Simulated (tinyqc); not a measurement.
Ways to converge the cycle: SCF convergence aids in the sto-3g basis, for BH2+, spin multiplicity 1. Computed by the program tinyqc with PySCF. 

Geometry (angstrom):

| atom | x | y | z |
|---|---|---|---|
| B | 0.0000 | 0.0000 | 0.0000 |
| H | 0.0000 | 1.2730 | 0.7690 |
| H | 0.0000 | -1.2730 | 0.7690 |

lowest restricted solution found by these runs and by PySCF = -25.050215 hartree

RHF with one setting changed at a time; a run stops when the energy changes by less than 1e-09 hartree and the error matrix is below 1e-5. The start is the core Hamiltonian. Damping d keeps d of the old density; a shift (hartree) raises the virtual levels; DIIS n extrapolates F over n matrices.

Largest element of the error matrix X^T (FDS - SDF) X:

| iteration | plain | damping 0.3 | damping 0.6 | shift 0.4 | DIIS 3 | DIIS 8 |
|---|---|---|---|---|---|---|
| 1 | 4.2e-01 | 4.2e-01 | 4.2e-01 | 4.2e-01 | 4.2e-01 | 4.2e-01 |
| 2 | 8.4e-02 | 1.5e-01 | 2.9e-01 | 2.7e-01 | 8.4e-02 | 8.4e-02 |
| 3 | 2.9e-02 | 7.6e-02 | 1.9e-01 | 8.9e-02 | 3.1e-02 | 3.1e-02 |
| 4 | 1.1e-02 | 4.2e-02 | 1.2e-01 | 4.3e-02 | 4.0e-03 | 4.0e-03 |
| 5 | 4.0e-03 | 2.3e-02 | 7.8e-02 | 2.6e-02 | 8.7e-04 | 7.9e-04 |
| 6 | 1.5e-03 | 1.2e-02 | 5.8e-02 | 1.6e-02 | 1.2e-04 | 6.8e-05 |
| 8 | 2.4e-04 | 3.8e-03 | 3.2e-02 | 5.7e-03 | 1.7e-06 | 5.5e-07 |
| 10 | 4.0e-05 | 1.2e-03 | 1.7e-02 | 2.1e-03 | - | - |
| 14 | - | 1.3e-04 | 5.3e-03 | 3.1e-04 | - | - |
| 20 | - | 5.0e-06 | 9.1e-04 | 1.8e-05 | - | - |
| 30 | - | - | 5.4e-05 | - | - | - |

How each run ends:

| run | iterations | E (hartree) | state |
|---|---|---|---|
| plain | 13 | -25.05022 | lowest found |
| damping 0.3 | 21 | -25.05022 | lowest found |
| damping 0.6 | 42 | -25.05022 | lowest found |
| shift 0.4 | 22 | -25.05022 | lowest found |
| DIIS 3 | 8 | -25.05022 | lowest found |
| DIIS 8 | 8 | -25.05022 | lowest found |

6 of 6 runs reach the lowest restricted solution found, in 8 to 42 iterations (fastest: DIIS 3, DIIS 8). Plain steps already contract here, so damping only slows them. DIIS 3 and DIIS 8 gain by cancelling the error over several earlier matrices, much as a quasi-Newton step does.
